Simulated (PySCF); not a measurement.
Species: C4H4N2.
Atom-mapped SMILES: `[CH2:1]=[CH:2]/[N:3]=[CH:4]\[C:5]#[N:6]` (hydrogens: H7, H8 on C1; H9 on C2; H10 on C4)

Geometry (PBE0-D3(BJ)/def2-SVP, Å), atoms numbered from 1 in this order:
```
atom  x, y, z in Å
C1    -1.9520   -0.4960    0.1845
C2    -0.7259    0.0059   -0.0158
N3     0.3039   -0.8349   -0.4051
C4     1.4823   -0.3820   -0.6014
C5     1.8837    0.9977   -0.4545
N6     2.2178    2.1018   -0.3351
H7    -2.7800    0.1455    0.4922
H8    -2.1345   -1.5637    0.0404
H9    -0.5210    1.0788    0.1249
H10    2.2763   -1.0758   -0.9072
```

Level of theory: MP2 and CCSD/aug-cc-pVDZ in PySCF, restricted Hartree–Fock reference, frozen core, non-relativistic, gas phase, PBE0-D3(BJ)/def2-SVP geometry.

E(HF) = -262.67135 Eh.

Q: How large is the problem?

A: 174 basis functions and 42 electrons; 6 orbitals frozen, which leaves o = 15 correlated occupied and v = 153 virtual orbitals. That is o·v = 2295 singles and o·v(o·v + 1)/2 = 2634660 distinct closed-shell doubles amplitudes before symmetry; the costliest CCSD step grows as o²v⁴ = 1.2 × 10^11.

Q: What are the MP2 and CCSD correlation energies?

A: MP2 -0.8633 Eh and CCSD -0.8945 Eh, which gives totals of -263.53461 and -263.56582 Eh. That is 0.811 eV for each correlated electron at CCSD (2348 kJ/mol in all, 0.339 % of the total energy); MP2 gives 96.5 % of the CCSD value.

Q: What is the T1 diagnostic?

A: 0.0134, below the customary warning level of 0.02. It is the norm of the spatial-orbital singles amplitudes over the root of the number of correlated electrons, so the norm is 0.073.

Q: How does correlation change the dipole moment?

A: HF gives 2.38 D and CCSD (unrelaxed density) 2.08 D, a change of -0.30 D.

Connected triples and the basis-set limit are missing.

The job also held the EOM ionisation roots. Hardware: an Arm Neoverse V1 with one thread (shared host). Cost: 11 min of wall time, 3.1 GiB resident at most.

One conformer stands for the species.
